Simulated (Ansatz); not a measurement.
# BH3Cl (doublet): from Hartree-Fock to the top rungs at distance B1–H4 along a hydrogen transfer = 1.327 Å, cc-pVDZ

One table from this session's results is given with a row withheld; the runs are named, their logs left out.

Method: cc-pVDZ, core rule «outside noble gas», up to 6 orbitals frozen; program: Ansatz 0.2.0, Gaussian basis.

The runs, in order: UHF; CCSD(T) on ROHF; CCSD(T) on UHF; BCCD(T) on ROHF; CISD; CCSDT(Q) on ROHF; CCSDT(Q) on UHF; CASSCF and MRCISD+Q, 3 electrons in 3 orbitals; CASSCF and NEVPT2, 3 electrons in 3 orbitals.

19 further runs of the same task are left out: 9 for a known fault of the program, 1 for a mislabelled method, 5 that didn't finish, 4 set aside as unsound or not needed.

## The system

The geometry derives from fragments relaxed apart (PBE0/def2-TZVP) and kept rigid, so it is no stationary point. A hydrogen atom is moved between rigid fragments.

5 atoms, charge 0, spin multiplicity 2.

Atoms are counted from 1 here; the program's logs count them from 0.

Bond lengths: B1–H2 1.193 Å, B1–H3 1.193 Å, B1–H4 1.327 Å, H4–Cl5 1.527 Å. Angles: H2–B1–H3 120.0°, H2–B1–H4 120.0°, H3–B1–H4 120.0°, B1–H4–Cl5 180.0°.

The first run:

in.yaml

```yaml
crystal:
  periodic: [false, false, false]
  atoms:
    - {symbol: B, position_ang: [-2.055629, 0.000000, 0.000000]}
    - {symbol: H, position_ang: [-2.652362, 1.033571, 0.000000]}
    - {symbol: H, position_ang: [-2.652362, -1.033571, 0.000000]}
    - {symbol: H, position_ang: [-0.728629, 0.000000, 0.000000]}
    - {symbol: Cl, position_ang: [0.798371, 0.000000, 0.000000]}
basis:
  gaussian: {orbitals: cc-pVDZ}
magnetization: {spin_polarized: true, initial_magnetization: 1}
hamiltonian: {xc: hf}
output: {orbitals: {seedname: orbitals}}
```

On the command line:

```
> ansatz run in.yaml --threads 1 --pin off --events-out ev --progress --plain --max-ram 2393MiB
```

Among the steps run: UHF; CCSD(T) on ROHF; CCSD(T) on UHF; BCCD(T) on ROHF; CISD; CCSDT(Q) on ROHF; CCSDT(Q) on UHF; CASSCF and MRCISD+Q, 3 electrons in 3 orbitals; CASSCF and NEVPT2, 3 electrons in 3 orbitals.

One table of the session follows, with a row left open; its other results are not shown here.

```
       method  from UCCSDT(Q) (meV)
         ROHF                     ?
          UHF               +7204.4
         RMP2               +1108.8
         UMP2               +1178.8
         CISD                +729.8
        RCCSD                +164.2
        UCCSD                +158.0
     RCCSD(T)                 +30.5
     UCCSD(T)                 +31.2
      BCCD(T)                 +31.0
       RCCSDT                 +10.3
       UCCSDT                  +9.7
    RCCSDT(Q)                  +0.3
    UCCSDT(Q)                     0
  CASSCF pair               +6895.2
  NEVPT2 pair               +1136.0
  MRCISD pair                +645.1
MRCISD+Q pair                 +44.9
```

Q: Estimate the row for ROHF from the others.

As computed: from UCCSDT(Q) (meV): +7428.0. In the column «from UCCSDT(Q) (meV)» it is the highest.

Among the levels timed on like hardware and quicker than the yardstick, those that no quicker one beats, quickest first: NEVPT2 pair (0.75 s, +1136.0 meV); MRCISD+Q pair (0.99 s, +44.9 meV); RCCSD(T) (2.9 s, +30.5 meV).

To keep in mind: Of the multireference levels listed MRCISD+Q pair comes nearest in total energy (+44.9 meV), which doesn't show that its space is the better one. Restricted and unrestricted rows rest on different reference determinants; where their highest levels disagree by more than a few hundredths of an eV, they describe different states and don't form one ladder.
